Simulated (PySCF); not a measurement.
# Identify the compound

The spectra below were simulated for a compound C5O.

13C{1H} NMR (computed): δ 356.4, 121.6, 96.3, 80.5, 11.0.

PySCF 2.14.0 with density-fitted response routines calculation with J: B3LYP/pcJ-1, shielding tensors at B97-2/pcSseg-2 (GIAO) and geometry: PBE0-D3(BJ)/def2-SVP; gas phase, relativity neglected, a single conformation.

Chemical shifts δ = σref − σ; 13C vs TMS, all at this level.

Problem. What is the structure?

Solution. 
- The formula gives 6 degrees of unsaturation (no ring in the answer).
- 5 carbon signals for 5 carbons: no two carbons are equivalent.
- Carbon types of the structure: 5 × C.
- δC 356.4: carbanion centre.
- δC 121.6: acylium carbon.
- δC 96.3, 80.5, 11.0: alkyne carbon; sp carbons lie upfield of alkene carbons because the cylindrical π system leaves one tensor component strongly shielded.

The compound is `InChI=1S/C5O/c1-2-3-4-5-6`.

The shifts were computed for this structure.

Shifts are as computed. Against solution values, carbons near 30 ppm lie about +4 ppm off and those near 130 ppm about +7 ppm. Of 1211 compounds with measured shifts, 218 miss one by over three times the rms of a fit or turn the order of signals round; such compounds aren't used in these exercises.
